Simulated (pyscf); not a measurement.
Homolytic dissociation enthalpies at 298 K of Al–Te, Ga–S, Ga–Se, In–S, In–Se, In–Te bonds in 8 gas-phase molecules, in eV. Single points on ωB97X-D3(BJ)/def2-SVP structures (PySCF, gas phase). Both columns use the same structures and thermal terms. Rows were drawn at random from the closed-shell molecules with such a bond whose radicals are computed, keep their shape and have no isomer in the data more than 5 kcal/mol lower.

```tsv
row	molecule	radicals	PBE/def2-TZVP	ωB97M-D3(BJ)/def2-TZVP
1	H₃Si–Se–In(Cl)–Cl	H₃Si–Se• + [Cl–In–Cl]•	2.56	2.69
2	H₃Si–Te–In(Cl)–Cl	H₃Si–Te• + [Cl–In–Cl]•	2.32	2.40
3	H₃Si–S–Ga(Cl)–Cl	H₃Si–S• + [Cl–Ga–Cl]•	3.25	3.45
4	H₃C–In(CH₃)–TeH	[H₃C–In–CH₃]• + TeH•	2.79	2.74
5	H₂N–Ga(NH₂)–SH	[H₂N–Ga–NH₂]• + SH•	3.62	3.75
6	H₃Si–S–In(Cl)–Cl	H₃Si–S• + [Cl–In–Cl]•	2.73	2.95
7	H₃Si–Se–Ga(Cl)–Cl	H₃Si–Se• + [Cl–Ga–Cl]•	3.01	?
8	H₃Si–Te–Al(Cl)–Cl	H₃Si–Te• + [Cl–Al–Cl]•	2.98	3.14
```

Problem. Fit a line that carries the PBE values to the last column and predict row 7.

Solution. In the 7 complete rows the last column lies -0.05 to 0.22 eV from PBE (mean 0.12, median 0.13). Least squares gives y = -0.02 + 1.05·x with residuals of 0.08 eV (root mean square). For row 7: -0.02 + 1.05 × 3.01 = 3.14 eV. The computed value is 3.11 eV, 0.03 under the line. Left out: the spin-orbit lowering of SH, TeH, which is large for Br, Se, Te and I. Elements up to Kr have no core potential and no relativistic terms here. Elements past Kr carry the def2 core potentials, without spin-orbit coupling.
